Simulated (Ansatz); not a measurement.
The end point of a relaxation of GaN. These are r2SCAN (plane waves to 500 eV, PAW, scalar-relativistic; Ansatz, a program for electronic structure) values and carry that method's errors.

```xyz
4
Lattice="3.1833 0.0000 0.0000 -1.5916 2.7568 0.0000 0.0000 0.0000 5.1839" Properties=species:S:1:pos:R:3 pbc="T T T"
Ga     1.5916     0.9189     0.0051
Ga     0.0000     1.8379     2.5971
N      1.5916     0.9189     3.2358
N      0.0000     1.8379     0.6439
```

### Question
Find the space group and the Wyckoff positions (tolerance 0.01 Å).

### Answer
Space group P6₃mc (No. 186); a = 3.1833 Å, b = 3.1833 Å, c = 5.1839 Å, α = 90.00°, β = 90.00°, γ = 120.00°

```json
[
 {"atom": "Ga", "site": "2b", "symmetry": "3m.", "x": "0.6667", "y": "0.3333", "z": "0.0010"},
 {"atom": "N", "site": "2b", "symmetry": "3m.", "x": "0.3333", "y": "0.6667", "z": "0.1242"}
]
```

This is the wurtzite type.

### Question
Give the shortest distances between elements (the closest pairs, up to four, under 3.6 Å).

### Answer
Ga–N 1.95 Å; Ga–Ga 3.18 Å; N–N 3.18 Å.

* **Volume per atom**: 11.37 Å³
* **Density**: 6.11 g/cm³
* **Band gap**: 2.35 eV, direct at Γ (no spin-orbit coupling)

No spin polarisation in the result.

Measured for GaN: a 3.189 Å (room temperature; as listed in M J Lucero, T M Henderson, G E Scuseria, Journal of Physics Condensed Matter (2012)); c 5.185 Å (room temperature; as listed in M J Lucero, T M Henderson, G E Scuseria, Journal of Physics Condensed Matter (2012)); gap 3.68 eV (static lattice; corrected from measurement; as listed in Wei Chen et al., Physical Review Materials (2018)). Computed minus measured — a: r2SCAN -0.2 %; c: r2SCAN 0.0 %; gap: r2SCAN -1.33 eV. The computed values are for a static lattice, and a measured gap can be an optical one, lowered by exciton binding.

The run could not lose the symmetry of its start.
